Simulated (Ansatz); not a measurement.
Geometry optimisation, RKS PBE-D4/def2-SVP in Ansatz.

input.yaml

```yaml
crystal:
  periodic: [false, false, false]
  atoms:
    - { symbol: B, position_ang: [0.0, 0.0, 0.0] }
    - { symbol: H, position_ang: [0.869, 0.0, 1.0849] }
    - { symbol: H, position_ang: [1.374, 0.0, 0.2102] }
    - { symbol: Cl, position_ang: [-1.6108, 0.0, -0.93] }
basis:
  gaussian: { orbitals: def2-SVP }
hamiltonian:
  xc: pbe
  dispersion: d4
relax:
  f_tol: 0.15
  max_steps: 25
  restrain:
    - { distance: [1, 2], at: 1.86, k: 30.0 }
    - { distance: [0, 1], at: 1.19, k: 30.0 }
    - { distance: [0, 2], at: 1.19, k: 30.0 }
```

Run as:

```bash
$ ansatz run input.yaml --threads 1 --pin off --max-ram 2048MiB --backend cpu --events-out ev --progress --plain --runs-dir out
```

Task: Where does it end, and by what steps?

Result: The forces met the threshold. The restraints hold the end off the free minimum. After 6 steps the energy has fallen by 4.492 eV (the restraints' own energy left out); H3 moved furthest, 0.56 Å.

```tsv
step	energy less start (eV)	largest force component (eV/Å)	accepted
0	0.0000	4.930	yes
1	-1.9325	3.602	yes
2	-3.4582	2.715	yes
3	-4.3746	1.130	yes
4	-4.4845	1.129	yes
5	-4.4942	1.154	yes
6	-4.4920	1.145	yes
```

```xyz
4
Properties=species:S:1:pos:R:3
B 0.232 0.000 0.134
H 0.357 0.000 1.308
H 1.311 0.000 -0.345
Cl -1.267 0.000 -0.732
```

Run time: 5.2 s on 1 thread of Arm Neoverse V1, with other jobs on the host, peak memory 0.098 GiB.
